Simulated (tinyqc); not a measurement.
Worked calculation (part 1 of 2): G0W0 on RHF in the sto-3g basis, for H2F+, spin multiplicity 1. Computed by tinyqc, a small Python program that keeps every step (integrals from PySCF). Settings: charge = 1, multiplicity = 1, basis = sto-3g, method = RHF, energy threshold = 1e-10, iteration cap = 72, orthogonalisation = symmetric, start = atomic densities, DIIS depth = 6. Command: `OMP_NUM_THREADS=1 python tinyqc.py 25900 25901 out.jsonl` (the two numbers bound the seeds that draw the settings). One thread of a shared host (Intel(R) Xeon(R) Processor @ 2.60GHz), about 0.1 s of CPU time with the checks. The early iterations of the SCF are left out here.

## One-electron integrals

Geometry (angstrom):
```
atom         x          y         z
F     0.000000   0.000000  0.000000
H     0.000000   0.834000  0.493000
H     0.000000  -0.839000  0.496000
```

Basis sto-3g: exponents (1/bohr^2) and contraction coefficients of normalised primitives:
```
element  l (shell)    exponent  coefficient
F            s (1)  166.679130     0.154329
F            s (1)   30.360812     0.535328
F            s (1)    8.216821     0.444635
F            s (2)    6.464803    -0.099967
F            s (2)    1.502281     0.399513
F            s (2)    0.488588     0.700115
F            p (3)    6.464803     0.155916
F            p (3)    1.502281     0.607684
F            p (3)    0.488588     0.391957
H            s (1)    3.425251     0.154329
H            s (1)    0.623914     0.535328
H            s (1)    0.168855     0.444635
```

Overlap, kinetic and nuclear-attraction integrals over the contracted functions; the nuclear repulsion is the sum of Za Zb / Rab.

nuclear repulsion = 10.11867577 hartree

overlap S, lower triangle:
```
           1F 1s     1F 2s    1F 2px     1F 2py    1F 2pz     2H 1s     3H 1s
1F 1s   1.000000
1F 2s   0.237990  1.000000
1F 2px  0.000000  0.000000  1.000000
1F 2py  0.000000  0.000000  0.000000   1.000000
1F 2pz  0.000000  0.000000  0.000000   0.000000  1.000000
2H 1s   0.043726  0.414855  0.000000   0.284916  0.168421  1.000000
3H 1s   0.043119  0.411124  0.000000  -0.283100  0.167363  0.199236  1.000000
```

kinetic energy T (hartree), lower triangle:
```
            1F 1s     1F 2s    1F 2px     1F 2py    1F 2pz      2H 1s     3H 1s
1F 1s   36.984577
1F 2s   -0.212858  1.037995
1F 2px   0.000000  0.000000  3.248015
1F 2py   0.000000  0.000000  0.000000   3.248015
1F 2pz   0.000000  0.000000  0.000000   0.000000  3.248015
2H 1s   -0.003163  0.102545  0.000000   0.202450  0.119674   0.760032
3H 1s   -0.003479  0.099825  0.000000  -0.198827  0.117543  -0.001446  0.760032
```

nuclear attraction V (hartree), lower triangle:
```
             1F 1s       1F 2s      1F 2px      1F 2py      1F 2pz      2H 1s      3H 1s
1F 1s   -78.098732
1F 2s    -9.436016  -12.624750
1F 2px    0.000000    0.000000  -12.463730
1F 2py   -0.000139   -0.001512    0.000000  -12.614329
1F 2pz   -0.013647   -0.165359    0.000000   -0.000665  -12.516359
2H 1s    -1.783193   -4.017134    0.000000   -2.403330   -1.467064  -6.287455
3H 1s    -1.758141   -3.974097    0.000000    2.382066   -1.454497  -1.428279  -6.262909
```

core Hamiltonian H = T + V (hartree), lower triangle:
```
             1F 1s       1F 2s     1F 2px     1F 2py     1F 2pz      2H 1s      3H 1s
1F 1s   -41.114155
1F 2s    -9.648873  -11.586755
1F 2px    0.000000    0.000000  -9.215715
1F 2py   -0.000139   -0.001512   0.000000  -9.366315
1F 2pz   -0.013647   -0.165359   0.000000  -0.000665  -9.268344
2H 1s    -1.786356   -3.914589   0.000000  -2.200880  -1.347390  -5.527423
3H 1s    -1.761620   -3.874272   0.000000   2.183239  -1.336954  -1.429725  -5.502878
```

## Two-electron integrals

Functions are numbered as in S; the eight-fold symmetry (ij|kl) = (ji|kl) = (kl|ij) leaves the list below.

Two-electron integrals (ij|kl) in chemists' order, unique and non-zero (hartree):
```
(11|11) 5.403501    (21|11) 0.841920    (21|21) 0.156299    (22|11) 1.268028
(22|21) 0.292344    (22|22) 0.926167    (31|31) 0.027998    (32|31) 0.043169
(32|32) 0.204588    (33|11) 1.264502    (33|21) 0.292403    (33|22) 0.925959
(33|33) 0.997514    (41|41) 0.027998    (42|41) 0.043169    (42|42) 0.204588
(43|43) 0.053770    (44|11) 1.264502    (44|21) 0.292403    (44|22) 0.925959
(44|33) 0.889973    (44|44) 0.997514    (51|51) 0.027998    (52|51) 0.043169
(52|52) 0.204588    (53|53) 0.053770    (54|54) 0.053770    (55|11) 1.264502
(55|21) 0.292403    (55|22) 0.925959    (55|33) 0.889973    (55|44) 0.889973
(55|55) 0.997514    (61|11) 0.157123    (61|21) 0.028912    (61|22) 0.053698
(61|33) 0.053617    (61|41) 0.001021    (61|42) 0.001908    (61|44) 0.053803
(61|51) 0.000603    (61|52) 0.001128    (61|54) 0.000110    (61|55) 0.053682
(61|61) 0.005404    (62|11) 0.385425    (62|21) 0.090000    (62|22) 0.316669
(62|33) 0.312123    (62|41) 0.005266    (62|42) 0.040565    (62|44) 0.322004
(62|51) 0.003113    (62|52) 0.023979    (62|54) 0.005841    (62|55) 0.315575
(62|61) 0.016876    (62|62) 0.131640    (63|31) 0.009571    (63|32) 0.056144
(63|43) 0.008606    (63|53) 0.005087    (63|63) 0.019822    (64|11) 0.221119
(64|21) 0.052311    (64|22) 0.197074    (64|33) 0.188560    (64|41) 0.012255
(64|42) 0.080197    (64|44) 0.211779    (64|51) 0.001587    (64|52) 0.014218
(64|54) 0.008639    (64|55) 0.190659    (64|61) 0.010235    (64|62) 0.100412
(64|64) 0.095846    (65|11) 0.130709    (65|21) 0.030923    (65|22) 0.116496
(65|33) 0.111463    (65|41) 0.001587    (65|42) 0.014218    (65|44) 0.115014
(65|51) 0.010509    (65|52) 0.064549    (65|54) 0.010705    (65|55) 0.122878
(65|61) 0.006050    (65|62) 0.059356    (65|64) 0.044939    (65|65) 0.046387
(66|11) 0.526683    (66|21) 0.125010    (66|22) 0.506333    (66|33) 0.488697
(66|41) 0.009501    (66|42) 0.102110    (66|44) 0.527464    (66|51) 0.005616
(66|52) 0.060360    (66|54) 0.022916    (66|55) 0.502243    (66|61) 0.023608
(66|62) 0.265568    (66|64) 0.235291    (66|65) 0.139087    (66|66) 0.774606
(71|11) 0.154923    (71|21) 0.028508    (71|22) 0.052953    (71|33) 0.052873
(71|41) -0.001007   (71|42) -0.001883   (71|44) 0.053056    (71|51) 0.000595
(71|52) 0.001113    (71|54) -0.000108   (71|55) 0.052937    (71|61) 0.005251
(71|62) 0.016144    (71|64) 0.008971    (71|65) 0.005793    (71|66) 0.022353
(71|71) 0.005254    (72|11) 0.381290    (72|21) 0.089040    (72|22) 0.313440
(72|33) 0.308931    (72|41) -0.005213   (72|42) -0.040203   (72|44) 0.318731
(72|51) 0.003082    (72|52) 0.023767    (72|54) -0.005794   (72|55) 0.312356
(72|61) 0.016197    (72|62) 0.106040    (72|64) 0.055550    (72|65) 0.046351
(72|66) 0.174701    (72|71) 0.016464    (72|72) 0.129134    (73|31) 0.009454
(73|32) 0.055512    (73|43) -0.008523   (73|53) 0.005039    (73|63) 0.015413
(73|73) 0.019413    (74|11) -0.219237   (74|21) -0.051868   (74|22) -0.195489
(74|33) -0.187052   (74|41) 0.012115    (74|42) 0.079389    (74|44) -0.210058
(74|51) -0.001573   (74|52) -0.014115   (74|54) 0.008562    (74|55) -0.189135
(74|61) -0.009022   (74|62) -0.055724   (74|64) -0.014162   (74|65) -0.023839
(74|66) -0.082050   (74|71) -0.010006   (74|72) -0.098719   (74|74) 0.094317
(75|11) 0.129609    (75|21) 0.030663    (75|22) 0.115569    (75|33) 0.110582
(75|41) -0.001573   (75|42) -0.014115   (75|44) 0.114105    (75|51) 0.010384
(75|52) 0.063857    (75|54) -0.010606   (75|55) 0.121890    (75|61) 0.005824
(75|62) 0.046425    (75|64) 0.023807    (75|65) 0.035453    (75|66) 0.084511
(75|71) 0.005915    (75|72) 0.058361    (75|74) -0.044282   (75|75) 0.045592
(76|11) 0.131147    (76|21) 0.030907    (76|22) 0.118230    (76|33) 0.116190
(76|41) -3.67e-06   (76|42) -0.000043   (76|44) 0.118663    (76|51) 0.001725
(76|52) 0.015929    (76|54) -0.000009   (76|55) 0.119711    (76|61) 0.005727
(76|62) 0.048349    (76|64) 0.032131    (76|65) 0.024876    (76|66) 0.101797
(76|71) 0.005648    (76|72) 0.047937    (76|74) -0.031973   (76|75) 0.024711
(76|76) 0.021720    (77|11) 0.523972    (77|21) 0.124374    (77|22) 0.504114
(77|33) 0.486582    (77|41) -0.009425   (77|42) -0.101528   (77|44) 0.525117
(77|51) 0.005572    (77|52) 0.060022    (77|54) -0.022781   (77|55) 0.500050
(77|61) 0.022554    (77|62) 0.175763    (77|64) 0.082302    (77|65) 0.084876
(77|66) 0.312838    (77|71) 0.023161    (77|72) 0.262479    (77|74) -0.233076
(77|75) 0.137790    (77|76) 0.101797    (77|77) 0.774606
```

## Orthogonalisation

S = U s U^T; symmetric (Loewdin) form X = U s^(-1/2) U^T, so that X^T S X = 1.

eigenvalues of S: 0.430344  0.486638  0.906918  1.000000  1.076702  1.314192  1.785207

X, lower triangle:
```
            1F 1s      1F 2s    1F 2px     1F 2py     1F 2pz      2H 1s     3H 1s
1F 1s    1.023975
1F 2s   -0.138764   1.176334
1F 2px   0.000000   0.000000  1.000000
1F 2py  -0.000087   0.001156  0.000000   1.085399
1F 2pz  -0.006080   0.061298  0.000000   0.000393   1.024374
2H 1s    0.019170  -0.237799  0.000000  -0.193464  -0.094756   1.142544
3H 1s    0.018994  -0.234239  0.000000   0.191768  -0.093637  -0.079362  1.139784
```

## Iteration 8 (converged): orbitals

converged F (hartree), lower triangle:
```
             1F 1s      1F 2s     1F 2px     1F 2py     1F 2pz      2H 1s      3H 1s
1F 1s   -26.612033
1F 2s    -6.788278  -3.646509
1F 2px    0.000000   0.000000  -1.045549
1F 2py   -0.000154  -0.001427   0.000000  -1.014754
1F 2pz   -0.022825  -0.116097   0.000000  -0.000849  -1.024751
2H 1s    -1.265912  -1.274720   0.000000  -0.570487  -0.394324  -0.893732
3H 1s    -1.248486  -1.261948   0.000000   0.566994  -0.392200  -0.394806  -0.885587
```

Diagonalise F' = X^T F X, C = X C', fill 5 alpha and 5 beta electrons from the bottom; D = 2 C_occ C_occ^T. Each column has its largest component positive (the first on a tie).

F' = X^T F X (hartree), lower triangle:
```
            1          2          3          4          5          6          7
1  -26.130022
2   -3.446270  -2.238848
3    0.000000   0.000000  -1.045549
4   -0.000221   0.000854   0.000000  -0.756571
5   -0.040639   0.038373   0.000000   0.000101  -0.943828
6   -0.174724  -0.524988   0.000000  -0.468588  -0.268204  -0.364767
7   -0.170334  -0.518654   0.000000   0.465738  -0.266281  -0.087683  -0.365827
```

orbital energies (hartree): MO1 -26.621818, MO2 -2.065358, MO3 -1.219822, MO4 -1.073940, MO5 -1.045549, MO6 -0.004621, MO7 0.185697

coefficients C:
```
              MO1        MO2        MO3        MO4       MO5        MO6        MO7
1F 1s    0.994627  -0.249278   0.000833   0.064423  0.000000   0.113877  -0.002267
1F 2s    0.023376   0.939033  -0.004411  -0.324811  0.000000  -0.728067   0.016101
1F 2px   0.000000   0.000000   0.000000   0.000000  1.000000   0.000000   0.000000
1F 2py   0.000032   0.001284   0.732300  -0.003319  0.000000   0.012280   0.846090
1F 2pz   0.002412   0.107093   0.003453   0.894910  0.000000  -0.508378   0.009245
2H 1s   -0.004487   0.087805   0.338470   0.186944  0.000000   0.753065  -0.831072
3H 1s   -0.004425   0.086611  -0.337073   0.189953  0.000000   0.777063   0.803199
```

D after iteration 8, lower triangle:
```
            1F 1s      1F 2s    1F 2px     1F 2py    1F 2pz      2H 1s     3H 1s
1F 1s    2.111145
1F 2s   -0.463516   1.975702
1F 2px   0.000000   0.000000  2.000000
1F 2py   0.000216  -0.001892  0.000000   1.072552
1F 2pz   0.066717  -0.380144  0.000000  -0.000608  1.624701
2H 1s   -0.028050   0.040265  0.000000   0.494708  0.355719   0.314480
3H 1s   -0.028069   0.042031  0.000000  -0.494715  0.356184  -0.141907  0.314442
```

## Convergence

Stop when the energy changes by less than 1e-10 hartree and every element of the error matrix X^T (F D S - S D F) X is below 3e-06.

Course of the cycle:
```
iteration   E (hartree)     change  largest element of the error matrix
1          -94.17337619          -                             1.24e+00
2          -98.77643830  -4.60e+00                             2.85e-01
3          -98.86217571  -8.57e-02                             2.07e-02
4          -98.86286313  -6.87e-04                             5.82e-03
5          -98.86288941  -2.63e-05                             1.25e-04
6          -98.86288946  -4.33e-08                             5.38e-05
7          -98.86288947  -7.02e-09                             1.16e-06
8          -98.86288947  -1.68e-12                             7.05e-08
```

PySCF RHF in the same basis = -98.86288947 hartree

Converged in 8 iterations.

## Integrals over molecular orbitals

(pq|rs) = sum C_ip C_jq C_kr C_ls (ij|kl), one index at a time.

one-electron integrals over orbitals h = C^T H C (hartree), lower triangle:
```
            1          2          3          4          5          6          7
1  -41.095809
2    0.690219  -9.670694
3   -0.002267   0.002619  -8.124050
4   -0.167669   0.308073  -0.005687  -8.848810
5    0.000000   0.000000   0.000000   0.000000  -9.215715
6   -0.303467   1.413234  -0.035159   1.233982   0.000000  -5.576274
7    0.006034  -0.029694  -2.177552  -0.008921   0.000000  -0.004090  -6.099867
```

Two-electron integrals over orbitals (pq|rs), unique and non-zero (hartree):
```
(11|11) 5.361699    (21|11) -0.501798   (21|21) 0.074620    (22|11) 1.200364
(22|21) -0.019059   (22|22) 0.857348    (31|11) 0.001685    (31|21) -0.000206
(31|22) 0.000202    (31|31) 0.017006    (32|11) -0.000867   (32|21) 0.000112
(32|22) 0.000500    (32|31) 0.025565    (32|32) 0.160070    (33|11) 0.985641
(33|21) -0.007951   (33|22) 0.758863    (33|31) -0.000088   (33|32) -0.000506
(33|33) 0.739737    (41|11) 0.128783    (41|21) -0.016091   (41|22) 0.014092
(41|31) 0.000085    (41|32) 4.54e-06    (41|33) 0.004861    (41|41) 0.029062
(42|11) -0.084758   (42|21) 0.007960    (42|22) 0.008178    (42|31) 5.39e-07
(42|32) 0.000064    (42|33) -0.003852   (42|41) 0.031040    (42|42) 0.161267
(43|11) 0.001208    (43|21) -0.000053   (43|22) 0.000467    (43|31) -0.003574
(43|32) 0.005798    (43|33) 0.000470    (43|41) -0.000117   (43|42) -0.000618
(43|43) 0.046846    (44|11) 1.181294    (44|21) -0.014840   (44|22) 0.824300
(44|31) 0.000020    (44|32) -0.000621   (44|33) 0.720985    (44|41) -0.011349
(44|42) -0.089914   (44|43) 0.000795    (44|44) 0.918946    (51|51) 0.029626
(52|51) 0.039033    (52|52) 0.180731    (53|51) -0.000125   (53|52) -0.000439
(53|53) 0.038270    (54|51) -0.009406   (54|52) -0.033637   (54|53) 0.000157
(54|54) 0.055654    (55|11) 1.264004    (55|21) -0.014071   (55|22) 0.878812
(55|31) 0.000048    (55|32) -0.000450   (55|33) 0.747853    (55|41) 0.003655
(55|42) -0.046523   (55|43) 0.000689    (55|44) 0.847798    (55|55) 0.997514
(61|11) 0.230006    (61|21) -0.035869   (61|22) 0.005007    (61|31) 0.000328
(61|32) 0.000294    (61|33) 0.002745    (61|41) -0.003856   (61|42) -0.018056
(61|43) 0.000027    (61|44) 0.013497    (61|55) 0.006294    (61|61) 0.022510
(62|11) -0.302921   (62|21) 0.008078    (62|22) -0.148239   (62|31) 0.000187
(62|32) 0.001144    (62|33) -0.090920   (62|41) -0.016798   (62|42) -0.037440
(62|43) -0.000359   (62|44) -0.114306   (62|55) -0.156683   (62|61) 0.002833
(62|62) 0.077985    (63|11) 0.006737    (63|21) -0.000145   (63|22) 0.003502
(63|31) -0.003975   (63|32) 0.029573    (63|33) 0.002801    (63|41) 0.000013
(63|42) -0.000849   (63|43) 0.016872    (63|44) 0.003091    (63|55) 0.003758
(63|61) 0.000026    (63|62) -0.001487   (63|63) 0.070195    (64|11) -0.237417
(64|21) 0.002630    (64|22) -0.125281   (64|31) -0.000133   (64|32) -0.000863
(64|33) -0.073686   (64|41) -0.007582   (64|42) -0.001964   (64|43) -0.000175
(64|44) -0.134128   (64|55) -0.128332   (64|61) 0.001870    (64|62) 0.059741
(64|63) -0.002101   (64|64) 0.061759    (65|51) -0.014895   (65|52) -0.056407
(65|53) 0.000521    (65|54) -0.005155   (65|65) 0.027617    (66|11) 0.695686
(66|21) -0.005553   (66|22) 0.574856    (66|31) -0.000254   (66|32) -0.002948
(66|33) 0.559044    (66|41) 0.016301    (66|42) 0.067438    (66|43) -0.001581
(66|44) 0.536505    (66|55) 0.549768    (66|61) -0.004132   (66|62) -0.051552
(66|63) -0.002462   (66|64) -0.027528   (66|66) 0.544529    (71|11) -0.004610
(71|21) 0.000749    (71|22) -0.000013   (71|31) 0.017556    (71|32) 0.025136
(71|33) -0.000185   (71|41) -0.000031   (71|42) 0.000207    (71|43) -0.003809
(71|44) -0.000213   (71|55) -0.000122   (71|61) -0.000164   (71|62) 0.000235
(71|63) -0.003770   (71|64) -0.000129   (71|66) -0.000277   (71|71) 0.018162
(72|11) 0.006464    (72|21) -0.000149   (72|22) 0.003217    (72|31) 0.017395
(72|32) 0.062683    (72|33) 0.001440    (72|41) 0.000208    (72|42) 0.000131
(72|43) -0.023045   (72|44) 0.002682    (72|55) 0.003258    (72|61) 0.000237
(72|62) -0.000657   (72|63) -0.028516   (72|64) -0.001232   (72|66) 0.001183
(72|71) 0.017212    (72|72) 0.056208    (73|11) 0.427907    (73|21) -0.008655
(73|22) 0.203137    (73|31) 0.000019    (73|32) -0.001269   (73|33) 0.160740
(73|41) -0.001231   (73|42) -0.055358   (73|43) 0.000176    (73|44) 0.207583
(73|55) 0.228951    (73|61) 0.005550    (73|62) -0.075336   (73|63) 0.001253
(73|64) -0.074271   (73|66) 0.020029    (73|71) -0.000105   (73|72) 0.001973
(73|73) 0.159381    (74|11) 0.001788    (74|21) -0.000013   (74|22) 0.000756
(74|31) -0.007612   (74|32) -0.055517   (74|33) 0.000662    (74|41) 0.000195
(74|42) 0.000613    (74|43) 0.012468    (74|44) 0.000943    (74|55) 0.000889
(74|61) -0.000191   (74|62) -0.000931   (74|63) -0.038531   (74|64) 0.000257
(74|66) 0.002229    (74|71) -0.007826   (74|72) -0.011953   (74|73) 0.001280
(74|74) 0.046262    (75|51) 0.000294    (75|52) 0.001120    (75|53) 0.025638
(75|54) -0.000066   (75|65) -0.000188   (75|75) 0.020429    (76|11) 0.000817
(76|21) -0.000037   (76|22) -0.000288   (76|31) -0.010729   (76|32) -0.100904
(76|33) 0.000572    (76|41) -0.000198   (76|42) -0.000694   (76|43) -0.042044
(76|44) 0.000877    (76|55) 0.000318    (76|61) -0.000047   (76|62) 0.000122
(76|63) -0.084904   (76|64) 0.001492    (76|66) 0.005172    (76|71) -0.010879
(76|72) 0.005790    (76|73) 0.002189    (76|74) 0.056084    (76|76) 0.160376
(77|11) 0.822583    (77|21) -0.008312   (77|22) 0.625033    (77|31) 0.000433
(77|32) 0.003524    (77|33) 0.626032    (77|41) 0.003171    (77|42) 0.005578
(77|43) 0.001317    (77|44) 0.605459    (77|55) 0.613896    (77|61) 0.003256
(77|62) -0.049758   (77|63) 0.004002    (77|64) -0.030753   (77|66) 0.541117
(77|71) 0.000339    (77|72) 0.000986    (77|73) 0.077730    (77|74) -0.001741
(77|76) -0.004654   (77|77) 0.587265
```
